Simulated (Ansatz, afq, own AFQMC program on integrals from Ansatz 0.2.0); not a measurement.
# Where AFQMC and coupled cluster stand for BH4⁺, triplet

| atom | x (Å) | y (Å) | z (Å) |
| --- | --- | --- | --- |
| B | 0.0000 | 0.0000 | 0.0000 |
| H | 0.4725 | 0.4863 | 1.0573 |
| H | -0.4858 | -0.4709 | 1.0582 |
| H | -0.4719 | 0.4714 | -1.0643 |
| H | 0.4852 | -0.4868 | -1.0513 |

Basis cc-pVDZ. Only valence electrons are correlated. Integrals, coupled cluster, full CI and functionals: Ansatz 0.2.0; the random walks run on the same integrals in our own AFQMC program. The CISD trial takes its coefficients from CCSD amplitudes. Released means that phaseless walkers are propagated on without the constraint, phases kept. Free AFQMC starts from the CCSD state and is never constrained. Its projection time is finite, and what remains of the start isn't in its error. Error bars are statistical, one sigma.

Determinant: UHF, the one that the program's search chose, which needn't be the lowest solution. The geometry is a point of a scan.

Full CI on the same integrals is exact in this basis and with this determinant's frozen core.

Cautions: lower spins were not checked.

The T1 diagnostic is 0.0117. The weight of the determinant in the CISD state is 0.942. The ⟨S²⟩ of the determinant is 2.011. The size of the correlated space is 6 electrons in 33 orbitals.

Reference: full CI, correlation energy -3.051 eV. The released energy is read at 2.40 1/Eh (meV from the phaseless value at times in 1/Eh: -1.4 ± 0.8 at 0.24, -1.3 ± 0.7 at 0.51, -3.2 ± 0.6 at 0.99, -3.5 ± 0.5 at 1.62, -3.1 ± 0.9 at 2.40).

```csv
level,E − E(reference) (meV),share of correlation (%)
HF,3051.2,0.00
MP2,721.5,76.35
CCSD,71.0,97.67
CCSD(T),15.9,99.48
CCSDT,1.2,99.96
CCSDT(Q),0.2,99.99
CCSDTQ,0.0,100.00
ph-AFQMC/HF,46.5 ± 14.2,98.48
ph-AFQMC/CISD,2.9 ± 0.8,99.90
released AFQMC,-0.2 ± 0.9,100.01
free AFQMC,0.4 ± 0.8,99.99
```

CCSDT and higher add their correlation energy to the determinant of the CCSD(T) run, since their own runs factorise the integrals more tightly (a shift of under 2 meV). Free projections are given only where their last times agree within the noise and don't stop above the reference; a slow remainder of the start can still hide under it. A walk keeps the symmetry of its determinant, which the program's search chose and which needn't be the lowest solution, so a lower state of the same spin and another symmetry isn't excluded. Released energies are given only where the last usable release times agree within the noise; a slower fall can still hide under it.
